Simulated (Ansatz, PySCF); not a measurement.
This PySCF input computes a BLYP/def2-TZVPD energy:

```python
from pyscf import gto, scf, dft

mol = gto.M(
    atom='''
    N     0.00263079    0.00150205    0.36900491
    C     0.00339631    1.38522928   -0.06543536
    C     1.19749666   -0.69632477   -0.06547556
    C    -1.20217131   -0.68963439   -0.04839455
    H    -0.00415039    1.48850833   -1.16610490
    H     0.89147566    1.89250279    0.31476132
    H    -0.87633860    1.89743154    0.32734475
    H     1.28282323   -0.75494226   -1.16614821
    H     1.19556909   -1.71431502    0.32727501
    H     2.08370014   -0.18578123    0.31472119
    H    -1.30348316   -0.74773152   -1.14773870
    H    -2.08001233   -0.17417261    0.34435879
    H    -1.20032911   -1.70763515    0.34432918
    ''',
    basis='def2-tzvpd',
    charge=0,
    spin=0,
    verbose=4,
)

mf = dft.RKS(mol, xc='blyp').density_fit(auxbasis='def2-universal-jkfit')
mf.grids.level = 3
mf.conv_tol = 1e-9
mf.max_cycle = 100
mf.max_memory = 1500
mf.kernel()
if not mf.converged:
    mf = mf.newton()
    mf.kernel(mf.make_rdm1())
mf.analyze()
```

Task: Write an input for the same energy in Ansatz (a program for electronic structure) and say what it gives.

Result: 
Ansatz 0.2 input:
```yaml
crystal:
  periodic: [false, false, false]
  atoms:
    - {symbol: N, position_ang: [0.00263079, 0.00150205, 0.36900491]}
    - {symbol: C, position_ang: [0.00339631, 1.38522928, -0.06543536]}
    - {symbol: C, position_ang: [1.19749666, -0.69632477, -0.06547556]}
    - {symbol: C, position_ang: [-1.20217131, -0.68963439, -0.04839455]}
    - {symbol: H, position_ang: [-0.00415039, 1.48850833, -1.16610490]}
    - {symbol: H, position_ang: [0.89147566, 1.89250279, 0.31476132]}
    - {symbol: H, position_ang: [-0.87633860, 1.89743154, 0.32734475]}
    - {symbol: H, position_ang: [1.28282323, -0.75494226, -1.16614821]}
    - {symbol: H, position_ang: [1.19556909, -1.71431502, 0.32727501]}
    - {symbol: H, position_ang: [2.08370014, -0.18578123, 0.31472119]}
    - {symbol: H, position_ang: [-1.30348316, -0.74773152, -1.14773870]}
    - {symbol: H, position_ang: [-2.08001233, -0.17417261, 0.34435879]}
    - {symbol: H, position_ang: [-1.20032911, -1.70763515, 0.34432918]}
basis:
  gaussian:
    orbitals: def2-TZVPD
hamiltonian:
  xc: {name: BLYP}
output: {forces: true}
```
It gives -174.43806 Eh, and PySCF -174.43825 Eh, a difference of 0.19 mEh, from the treatment of integrals and grids.
